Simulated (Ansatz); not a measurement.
# C2H4FNS (SMILES NC1(F)CS1): levels of theory compared

Wanted: a comparison of 6 runs (PBE0/6-31G, B3LYP/6-31G*, PBE0/def2-SVP, B3LYP/def2-TZVP, CCSD(T)/3-21G) of C2H4FNS. 

The results are computed with Ansatz 0.2.0.

5 further runs of the same task are left out: 2 that didn't finish, 3 set aside as unsound or not needed.

**1. The system as given**

C2H4FNS: 9 atoms, total charge 0, spin state singlet. As SMILES, `NC1(F)CS1`. The coordinates come from a PBE0-D4/def2-TZVP relaxation. This is one conformer, not always the lowest.

Bond lengths: N1–C2 1.407 Å, C2–F3 1.358 Å, C2–C4 1.477 Å, C2–S5 1.794 Å, C4–S5 1.823 Å, N1–H6 1.008 Å, N1–H7 1.013 Å, C4–H8 1.085 Å, C4–H9 1.085 Å. Some angles: N1–C2–F3 109.6°, N1–C2–C4 125.8°, N1–C2–S5 118.1°, F3–C2–C4 114.1°, F3–C2–S5 116.8°, C4–C2–S5 66.9°, C2–C4–S5 64.9°, C2–S5–C4 48.2°, C2–N1–H6 111.8°, C2–N1–H7 112.0°.

**2. Energy and forces at PBE0/6-31G (run 1)**

Input file in.yaml:

```yaml
crystal:
  periodic: [false, false, false]
  atoms:
    - {symbol: "N", position_ang: [1.023400, 0.989700, -0.191800]}
    - {symbol: C, position_ang: [0.300100, -0.202000, -0.383300]}
    - {symbol: F, position_ang: [1.156200, -1.209900, -0.693900]}
    - {symbol: C, position_ang: [-0.880300, -0.631500, 0.394600]}
    - {symbol: S, position_ang: [-1.228000, -0.121000, -1.320500]}
    - {symbol: H, position_ang: [0.430500, 1.802200, -0.261000]}
    - {symbol: H, position_ang: [1.532900, 0.987800, 0.683500]}
    - {symbol: H, position_ang: [-0.993200, -1.693200, 0.586700]}
    - {symbol: H, position_ang: [-1.253100, 0.031400, 1.168500]}
basis:
  gaussian: {orbitals: 6-31G}
hamiltonian: {xc: pbe0}
accuracy: high
output: {forces: true, orbitals: {seedname: orbitals}}
```

Run with:

```sh
$ ansatz run in.yaml --threads 1 --pin off --max-ram 2610MiB --events-out events.jsonl --progress --plain --runs-dir runs
```

What it wrote (excerpt; [...] marks lines left out):

```text
Warning: RAYON_NUM_THREADS=1 ignored (pool sized by the plan → 1); use --threads N
Functional definition: PBE0
  name "PBE0"
[...]
1476 factors; integrals over basis functions are off by at most 3.6e-9 eV
[...]
mean field -17166.65940201 eV, -630.8630970440 hartree, gradient 3.0e-8 eV, S^2 0.000000; 0 other end points of the search recorded, 0 dependent functions left out
[...]
reference -17166.65940377 eV, -630.8630971090 hartree; 24, 24 occupied and 33, 33 virtual orbitals, 1476 factors
Total energy: -17166.65940377 eV, -630.8630971090 hartree
Atom 0 at     1.023400     0.989700    -0.191800 Å, force    -0.537612     0.205517     0.690550 eV/Å
Atom 1 at     0.300100    -0.202000    -0.383300 Å, force     0.550224     0.825859     0.693177 eV/Å
Atom 2 at     1.156200    -1.209900    -0.693900 Å, force     1.073293    -1.410826    -0.379871 eV/Å
Atom 3 at    -0.880300    -0.631500     0.394600 Å, force     0.112486    -0.428386     1.492634 eV/Å
Atom 4 at    -1.228000    -0.121000    -1.320500 Å, force    -1.712457     0.508835    -2.309414 eV/Å
Atom 5 at     0.430500     1.802200    -0.261000 Å, force     0.108287     0.320733    -0.303126 eV/Å
Atom 6 at     1.532900     0.987800     0.683500 Å, force     0.419049     0.012462    -0.018250 eV/Å
Atom 7 at    -0.993200    -1.693200     0.586700 Å, force     0.011385     0.016021     0.070847 eV/Å
Atom 8 at    -1.253100     0.031400     1.168500 Å, force    -0.024655    -0.050214     0.063454 eV/Å
Dipole moment:    -0.175302     0.284794     0.719999 e Å
```

Run time: 9.6 s. Hardware: 1 thread of Intel Xeon Platinum 8488C (Sapphire Rapids), shared host.

**3. Energy and gradient at B3LYP/6-31G(d) (spherical functions) (run 2)**

in.yaml: that of step 2 with these lines changed.

```diff
@@ -3,3 +3,3 @@
   atoms:
-    - {symbol: "N", position_ang: [1.023400, 0.989700, -0.191800]}
+    - {symbol: N, position_ang: [1.023400, 0.989700, -0.191800]}
     - {symbol: C, position_ang: [0.300100, -0.202000, -0.383300]}
@@ -13,4 +13,6 @@
 basis:
-  gaussian: {orbitals: 6-31G}
-hamiltonian: {xc: pbe0}
+  gaussian:
+    orbitals: 6-31G_st_-spherical.json
+hamiltonian:
+  xc: {name: B3LYP}
 accuracy: high
```

The basis set 6-31G* is read from a file made from the Basis Set Exchange's data (not shown).

Run with:

```sh
$ ansatz run in.yaml --threads 1 --pin off --max-ram 2610MiB --events-out events.jsonl --progress --plain --runs-dir runs
```

What it wrote (excerpt; [...] marks lines left out):

```text
Warning: RAYON_NUM_THREADS=1 ignored (pool sized by the plan → 1); use --threads N
Functional definition: B3LYP
  name "B3LYP"
[...]
1954 factors; integrals over basis functions are off by at most 4.0e-9 eV
[...]
mean field -17180.01215576 eV, -631.3538016936 hartree, gradient 7.1e-8 eV, S^2 0.000000; 0 other end points of the search recorded, 0 dependent functions left out
[...]
reference -17180.01218826 eV, -631.3538028880 hartree; 24, 24 occupied and 58, 58 virtual orbitals, 1954 factors
Total energy: -17180.01218826 eV, -631.3538028880 hartree
Atom 0 at     1.023400     0.989700    -0.191800 Å, force     0.196052     0.254872    -0.155483 eV/Å
Atom 1 at     0.300100    -0.202000    -0.383300 Å, force     0.237655    -0.102731     0.148184 eV/Å
Atom 2 at     1.156200    -1.209900    -0.693900 Å, force     0.269198    -0.356681    -0.083320 eV/Å
Atom 3 at    -0.880300    -0.631500     0.394600 Å, force    -0.032369    -0.126630     0.446991 eV/Å
Atom 4 at    -1.228000    -0.121000    -1.320500 Å, force    -0.606568     0.174482    -0.806460 eV/Å
Atom 5 at     0.430500     1.802200    -0.261000 Å, force    -0.084353     0.218405     0.042081 eV/Å
Atom 6 at     1.532900     0.987800     0.683500 Å, force     0.111377     0.014693     0.201831 eV/Å
Atom 7 at    -0.993200    -1.693200     0.586700 Å, force    -0.018809    -0.097640     0.078743 eV/Å
Atom 8 at    -1.253100     0.031400     1.168500 Å, force    -0.072185     0.021229     0.127435 eV/Å
Dipole moment:    -0.091497     0.238235     0.619443 e Å
```

Run time: 10 s. Hardware: 1 thread of Intel Xeon Platinum 8488C (Sapphire Rapids), shared host.

Run 3 isn't shown in full; the table further down has it.

**4. Energy and forces at PBE0/def2-SVP (run 4)**

Input file input.yaml:

```yaml
crystal:
  periodic: [false, false, false]
  atoms:
    - {symbol: N, position_ang: [1.023400, 0.989700, -0.191800]}
    - {symbol: C, position_ang: [0.300100, -0.202000, -0.383300]}
    - {symbol: F, position_ang: [1.156200, -1.209900, -0.693900]}
    - {symbol: C, position_ang: [-0.880300, -0.631500, 0.394600]}
    - {symbol: S, position_ang: [-1.228000, -0.121000, -1.320500]}
    - {symbol: H, position_ang: [0.430500, 1.802200, -0.261000]}
    - {symbol: H, position_ang: [1.532900, 0.987800, 0.683500]}
    - {symbol: H, position_ang: [-0.993200, -1.693200, 0.586700]}
    - {symbol: H, position_ang: [-1.253100, 0.031400, 1.168500]}
basis:
  gaussian: {orbitals: def2-SVP}
output: {forces: true, orbitals: {seedname: orbitals}}
hamiltonian: {xc: {name: PBE0}}
accuracy: high
```

Run with:

```sh
$ ansatz run input.yaml --threads 1 --pin off --max-ram 2610MiB --events-out events.jsonl --progress --plain --runs-dir runs
```

What it wrote (excerpt; [...] marks lines left out):

```text
Warning: RAYON_NUM_THREADS=1 ignored (pool sized by the plan → 1); use --threads N
[... 2 set-up lines as earlier in the session ...]
[...]
2202 factors; integrals over basis functions are off by at most 3.6e-9 eV
[...]
mean field -17161.91085145 eV, -630.6885910297 hartree, gradient 8.5e-8 eV, S^2 0.000000; 0 other end points of the search recorded, 0 dependent functions left out
[...]
reference -17161.91085344 eV, -630.6885911031 hartree; 24, 24 occupied and 70, 70 virtual orbitals, 2202 factors
Total energy: -17161.91085344 eV, -630.6885911031 hartree
Atom 0 at     1.023400     0.989700    -0.191800 Å, force    -0.092401    -0.202834    -0.184948 eV/Å
Atom 1 at     0.300100    -0.202000    -0.383300 Å, force     0.458578    -0.120937    -0.031361 eV/Å
Atom 2 at     1.156200    -1.209900    -0.693900 Å, force    -0.129015     0.081280     0.048073 eV/Å
Atom 3 at    -0.880300    -0.631500     0.394600 Å, force     0.102948     0.120507    -0.211124 eV/Å
Atom 4 at    -1.228000    -0.121000    -1.320500 Å, force    -0.174151     0.058614    -0.191623 eV/Å
Atom 5 at     0.430500     1.802200    -0.261000 Å, force    -0.123733     0.220741    -0.007796 eV/Å
Atom 6 at     1.532900     0.987800     0.683500 Å, force     0.126405     0.001647     0.203897 eV/Å
Atom 7 at    -0.993200    -1.693200     0.586700 Å, force    -0.027912    -0.369656     0.086394 eV/Å
Atom 8 at    -1.253100     0.031400     1.168500 Å, force    -0.140719     0.210638     0.288488 eV/Å
Dipole moment:    -0.115372     0.264807     0.590786 e Å
```

Run time: 14 s. Hardware: 1 thread of Intel Xeon Platinum 8488C (Sapphire Rapids), shared host; peak memory 0.35 GiB.

Run 5 isn't shown in full; the table further down has it.

**5. Energy and forces at CCSD(T)/3-21G (run 6)**

Input file job.yaml:

```yaml
crystal:
  periodic: [false, false, false]
  atoms:
    - symbol: N
      position_ang: [1.023400, 0.989700, -0.191800]
    - symbol: C
      position_ang: [0.300100, -0.202000, -0.383300]
    - symbol: F
      position_ang: [1.156200, -1.209900, -0.693900]
    - symbol: C
      position_ang: [-0.880300, -0.631500, 0.394600]
    - symbol: S
      position_ang: [-1.228000, -0.121000, -1.320500]
    - symbol: H
      position_ang: [0.430500, 1.802200, -0.261000]
    - symbol: H
      position_ang: [1.532900, 0.987800, 0.683500]
    - symbol: H
      position_ang: [-0.993200, -1.693200, 0.586700]
    - symbol: H
      position_ang: [-1.253100, 0.031400, 1.168500]
basis:
  gaussian:
    orbitals: 3-21G.json
correlation:
  method: ccsd_t
  frozen_orbitals: {C: 1, F: 1, H: 0, "N": 1, S: 5}
accuracy: high
scf:
  omitted_lower_state_checks: [cluster_reference, increment]
output: {forces: true, orbitals: {seedname: orbitals}}
```

The basis set 3-21G is read from a file made from the Basis Set Exchange's data (not shown).

Run with:

```sh
$ ansatz run job.yaml --threads 1 --pin off --max-ram 2610MiB --events-out events.jsonl --progress --plain --runs-dir runs
```

What it wrote:

```text
Warning: RAYON_NUM_THREADS=1 ignored (pool sized by the plan → 1); use --threads N
[... 12 lines left out ...]
9 core orbitals not correlated: weight in the atoms' cores, before any rotation towards them, 1.000 or more for the frozen orbitals, at most 0.000 for the correlated occupied ones
[... 26 lines left out ...]
Total energy: -17052.88109200 eV, -626.6818212732 hartree
[... 9 lines left out ...]
Dipole moment:    -0.136243     0.268995     0.658834 e Å
Checks for a lower state left out: cluster_reference, increment
```

It took 22 s on 1 thread of Intel Xeon Platinum 8488C (Sapphire Rapids), shared host; peak memory 0.32 GiB.

**6. All runs side by side**

| run | level | Cartesian functions | frozen core orbitals | energy (Eh) | dipole moment (D) | HOMO energy (eV) | LUMO energy (eV) | wall time |
| --- | --- | --- | --- | --- | --- | --- | --- | --- |
| 1 | PBE0/6-31G | no | – | -630.863097 | 3.81 | -7.07 | 0.18 | 9.6 s |
| 2 | B3LYP/6-31G* (spherical functions) | no | – | -631.353803 | 3.22 | -6.58 | -0.05 | 10 s |
| 3 | B3LYP/6-31G* (Cartesian functions) | yes | – | -631.360160 | 3.22 | -6.58 | -0.05 | 10 s |
| 4 | PBE0/def2-SVP | no | – | -630.688591 | 3.16 | -6.92 | 0.24 | 14 s |
| 5 | B3LYP/def2-TZVP | no | – | -631.501828 | 3.09 | -6.81 | -0.49 | 50 s |
| 6 | CCSD(T)/3-21G | no | 9 | -626.681821 | 3.48 | -10.18 | 4.11 | 22 s |

**7. Results**

| quantity | value |
| --- | --- |
| run 6: total energy | -626.68182 Eh |
| run 6: dipole moment (correlated density) | 3.48 D |
| run 6: HOMO energy (Hartree–Fock orbitals) | -10.18 eV |
| run 6: LUMO energy (Hartree–Fock orbitals) | 4.11 eV |
| run 6: HOMO–LUMO gap (Hartree–Fock orbitals) | 14.29 eV |
| run 6: correlation energy (9 core orbitals frozen) | -501.0 mEh |
| run 6: (T) correction | -12.64 mEh |
| run 6: T1 diagnostic | 0.010 |
| run 6: largest force on an atom | 4.266 eV/Å |

In words: The dipole moment (its size) runs from 3.09 D (B3LYP/def2-TZVP) to 3.81 D (PBE0/6-31G). The two ends differ in method and basis. Over runs 1, 2, 3, 4, 5 the HOMO–LUMO gap runs from 6.32 eV (B3LYP/def2-TZVP) to 7.24 eV (PBE0/6-31G). Totals of different functionals can't be ranked against each other. All runs together took 1.9 min, the longest 50 s.
